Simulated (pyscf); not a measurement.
# Addition across a multiple bond or ene-type step: H₂B–CH₃ (SMILES BC) + H₂C=CH₂ (SMILES C=C) → H₂B–CH₂–CH₂–CH₃ (SMILES BCCC)

Gas phase, singlet surface, charge 0. Bonds broken: C1–H3. Bonds formed: C1–C8, H3–C9. PySCF, gas phase, ωB97X-D3(BJ)/def2-SVP geometries. MP2 and CC: frozen core, UHF for open shells. ΔMP2 is the change of the MP2 total energy from the triple- to the quadruple-zeta basis.

Transition state (Å):

```xyz
13

C     -1.2587    -0.3415    -0.5352
B     -0.8714    -1.6936    -0.0436
H     -0.0588     0.6782     0.2212
H     -2.2812     0.0583    -0.4929
H     -0.6388     0.1844    -1.2873
H     -1.6119    -2.3427     0.6761
H      0.2559    -2.1240    -0.2312
C     -0.4208     0.6268     1.5157
C      0.6162     1.4774     1.0935
H     -0.1927    -0.3379     1.9709
H     -1.4387     0.9923     1.6545
H      0.3976     2.5023     0.7869
H      1.6540     1.1421     1.1427
```

One imaginary mode, 1793i cm⁻¹; descent along it reached the two sides named, in the forms told below.

```json
[
 {"bond": "C1–H3", "change": "breaks", "reactant side (Å)": "1.123", "saddle": "1.747", "product side": "2.8"},
 {"bond": "C1–C8", "change": "forms", "reactant side (Å)": "3.9", "saddle": "2.418", "product side": "1.562"},
 {"bond": "H3–C9", "change": "forms", "reactant side (Å)": "3.1", "saddle": "1.362", "product side": "1.102"}
]
```

Electronic energies relative to the separated reactants (eV):

| level | barrier | reaction energy | reverse barrier |
|---|---|---|---|
| ωB97X-D3(BJ)/def2-TZVP | 3.46 | -1.15 | 4.61 |
| PBE/def2-TZVP | 2.83 | -1.02 | 3.84 |
| r²SCAN/def2-TZVP | 2.99 | -1.08 | 4.07 |
| B3LYP-D3(BJ)/def2-TZVP | 3.21 | -0.96 | 4.17 |
| PBE0-D3(BJ)/def2-TZVP | 3.04 | -1.21 | 4.24 |
| M06-2X/def2-TZVP | 3.34 | -1.07 | 4.41 |
| ωB97M-D3(BJ)/def2-TZVP | 3.38 | -1.05 | 4.43 |
| HF/def2-TZVP | 4.43 | -0.78 | 5.22 |
| MP2/def2-QZVPP | 3.26 | -1.12 | 4.38 |
| CCSD/def2-TZVPP | 3.63 | -1.01 | 4.64 |
| CCSD(T)/def2-TZVPP | 3.41 | -1.01 | 4.42 |
| CCSD(T)/def2-TZVPP + ΔMP2(QZVPP) | 3.40 | -1.02 | 4.41 |

With CCSD(T)/def2-TZVPP + ΔMP2(QZVPP) energies and thermal terms (ideal gas, 1 atm, RRHO with modes under 100 cm⁻¹ raised to 100, one conformer, R ln 2 for chiral ones without a mode under 150 cm⁻¹), in eV:

| T (K) | ΔH‡ | ΔG‡ | ΔH | ΔG |
|---|---|---|---|---|
| 298 | 3.31 | 3.77 | -0.88 | -0.41 |
| 600 | 3.34 | 4.23 | -0.87 | +0.08 |
| 900 | 3.38 | 4.67 | -0.84 | +0.55 |
| 1200 | 3.42 | 5.09 | -0.80 | +1.00 |

On the product side the descent ends in a point that may be a rotor saddle (no frequency run), 0.12 eV over the lowest minimum found and 4.49 eV under the saddle at ωB97X-D3(BJ)/def2-TZVP. At the saddle there is also a short C–H contact that neither side keeps. H₂B–CH₂–CH₂–CH₃ lies 0.55 eV over its isomer H₃C–BH–CH₂–CH₃ (electronic energy, ωB97M-D3(BJ)/def2-TZVP). This is the saddle that the search found; another between the same sides may lie lower. The CCSD(T) − MP2 part came from Ansatz, without density fitting, on the same reference.
